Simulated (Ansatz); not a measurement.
# Ytterbium, fcc: convergence with Methfessel-Paxton smearing

Computed with Ansatz, r²SCAN, scalar-relativistic PAW, on the relaxed cell (a = 5.219 Å; spin not included). Errors count from a run at 500 eV on a Γ-centred 17×17×17 mesh with Fermi-Dirac smearing of 0.1 eV, extrapolated to zero width. Fixed here: cutoff 500 eV, mesh 10×10×10. The SCF starts from atomic densities corrected by a trained network.

```
width (eV)  E(σ→0) error (meV/atom)  F error (meV/atom)  P (GPa)  SCF iterations
      0.01                    -10.4               -10.4    -0.28              14
      0.03                    -10.4               -10.4    -0.27              14
       0.1                    -10.8               -10.6    -0.28              14
       0.2                      6.0                31.7    -0.58              17
       0.3                     44.9                83.8    -0.52              16
       0.6                    163.8               218.5    -0.20              16
```

Q: What does the run at 1.0 give (width)?

A: E(σ→0) error (meV/atom): 276.8; F error (meV/atom): 335.6; P (GPa): -0.10; SCF iterations: 15.
